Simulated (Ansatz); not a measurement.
**PHF₂ (quintet): wave-function methods side by side, cc-pVDZ**

An exercise on one series of results from a longer session: the logs are not shown, and one member is left open.

Program: Ansatz 0.2.0, Gaussian basis. Level of theory: cc-pVDZ, core rule «outside noble gas», up to 7 orbitals frozen. These are calculated values, not measurements.

To be run: UHF; CCSD(T) on ROHF; CCSD(T) on UHF; BCCD(T) on ROHF; CISD as a restricted active space (open shells left free, so some higher excitations enter); CCSDT(Q) on ROHF; CCSDT(Q) on UHF; CASSCF and MRCISD+Q, 20 electrons in 13 orbitals; CASSCF and NEVPT2, 20 electrons in 13 orbitals.

12 further runs of the same task are left out: 6 for a known fault of the program, 6 set aside as unsound or not needed. Runs told in other sessions of the task aren't counted.

## The geometry

The geometry is a PBE0/def2-TZVP stationary point (not a proven minimum) of the parent state, kept for this charge and spin.

4 atoms, charge 0, spin multiplicity 5.

Atoms are counted from 1 here; the program's logs count them from 0.

Bond lengths: F1–P2 1.632 Å, P2–F3 1.632 Å, P2–H4 1.402 Å. Angles: F1–P2–F3 164.9°, F1–P2–H4 97.6°, F3–P2–H4 97.6°.

The first run:

in.yaml

```yaml
crystal:
  periodic: [false, false, false]
  atoms:
    - {symbol: F, position_ang: [0.000000, -0.118388, 1.617771]}
    - {symbol: P, position_ang: [0.000000, 0.096465, 0.000000]}
    - {symbol: F, position_ang: [0.000000, -0.118388, -1.617771]}
    - {symbol: H, position_ang: [0.000000, 1.498583, 0.000000]}
basis:
  gaussian: {orbitals: cc-pVDZ}
magnetization: {spin_polarized: true, initial_magnetization: 4}
hamiltonian: {xc: hf}
output: {orbitals: {seedname: orbitals}}
```

Run with:

```
> ansatz run in.yaml --threads 1 --pin off --events-out ev --progress --plain --max-ram 2816MiB --backend cpu
```

Among the steps run: UHF; CCSD(T) on ROHF; CCSD(T) on UHF; BCCD(T) on ROHF; CISD as a restricted active space (open shells left free, so some higher excitations enter); CCSDT(Q) on ROHF; CCSDT(Q) on UHF; CASSCF and MRCISD+Q, 20 electrons in 13 orbitals; CASSCF and NEVPT2, 20 electrons in 13 orbitals.

One table of the session follows, with a row left open; its other results are not shown here.

It belongs to the step «Misses and costs». 

| method | from UCCSDT(Q) (kcal/mol) |
| --- | --- |
| ROHF | +315.51 |
| UHF | +309.31 |
| RMP2 | ? |
| UMP2 | +19.84 |
| CISD | +38.30 |
| RCCSD | +9.58 |
| UCCSD | +9.28 |
| RCCSD(T) | +1.87 |
| UCCSD(T) | +1.94 |
| BCCD(T) | +1.80 |
| RCCSDT | +1.00 |
| UCCSDT | +0.99 |
| RCCSDT(Q) | +0.27 |
| UCCSDT(Q) | 0 |
| CASSCF valence | +288.81 |
| NEVPT2 valence | +40.09 |
| MRCISD valence | +30.23 |
| MRCISD+Q valence | +6.26 |

Q: Estimate the row for RMP2 from the others.

**Answer.** from UCCSDT(Q) (kcal/mol): +18.57. In the column «from UCCSDT(Q) (kcal/mol)» it lies between RCCSD (+9.58) and UMP2 (+19.84).

Limits of these values: Restricted and unrestricted rows rest on different reference determinants; a gap between their highest levels can come from leftover correlation error, from unlike frozen cores or from another state.
